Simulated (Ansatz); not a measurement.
# How far each method lies from UCCSDT(Q) for H₂As–AsH, doublet

Geometry: displaced at random from a stationary point.

```yaml
atoms:
  - { symbol: As, position_ang: [0.0460, 0.0362, 1.2066] }
  - { symbol: As, position_ang: [-0.0203, -0.0485, -1.2240] }
  - { symbol: H, position_ang: [-1.2473, 0.7871, 1.3065] }
  - { symbol: H, position_ang: [-0.6335, -1.3632, 1.3357] }
  - { symbol: H, position_ang: [-0.0330, 1.4889, -1.3512] }
```

Basis cc-pVDZ; Ansatz 0.2.0. Correlated methods freeze the noble-gas cores and the filled d shells of p-block atoms, which leaves 13 electrons in 41 orbitals. Prefix R: restricted or restricted open-shell reference; prefix U: unrestricted. No spin–orbit coupling is included, and no scalar relativity.

Full CI isn't at hand for all of this; UCCSDT(Q) serves as the reference, and is uncertain by about the last step of the cluster series.

* UHF ⟨S²⟩: 0.765
* T1 diagnostic (RCCSD): 0.0184
* largest doubles amplitude (RCCSD): 0.074
* T1 diagnostic (UCCSD): 0.0156

Q: From what is known of these methods and the diagnostics, rank them by the size of their error in total energy against UCCSDT(Q) in cc-pVDZ, smallest first (an estimate: the text doesn't fix the numbers).
A. UMP2
B. UCCSD(T)
C. UHF
D. UCCSD
E. UCCSDT

A: E (1.1 kJ/mol), B (4.0 kJ/mol), D (22.7 kJ/mol), A (128.4 kJ/mol), C (663.5 kJ/mol).

All errors are against UCCSDT(Q) in cc-pVDZ. Within each family the higher level lies nearer, as is usual though not guaranteed.
